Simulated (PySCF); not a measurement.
**Working with the constants of S₂⁻**

UHF-CCSD(T) constants of S₂⁻, doublet, unpaired electrons π ↑ (basis S def2-SVPD; no relativity; PySCF 2.14; masses 31.9721 and 31.9721 u):

```
ωe              : 531.0 cm⁻¹
ωexe            : 2.97 cm⁻¹
Be              : 0.24888 cm⁻¹
αe              : 0.00180 cm⁻¹
D (centrifugal) : 2.19e-07 cm⁻¹
```

**Question.** Give the vibrational terms G(v) and spacings up to v = 6.

**Answer.** G(v) = ωe(v+½) − ωexe(v+½)².

| v | G(v) (cm⁻¹) | G(v) − G(v−1) | Bv (cm⁻¹) |
| --- | --- | --- | --- |
| 0 | 264.8 |  | 0.2480 |
| 1 | 789.8 | 525.1 | 0.2462 |
| 2 | 1308.9 | 519.1 | 0.2444 |
| 3 | 1822.1 | 513.2 | 0.2426 |
| 4 | 2329.4 | 507.2 | 0.2408 |
| 5 | 2830.7 | 501.3 | 0.2390 |
| 6 | 3326.0 | 495.4 | 0.2372 |

Correlated steps freeze 10 core orbitals. The state is the lowest determinant that a PBE0 search found; another state may lie lower at other levels.
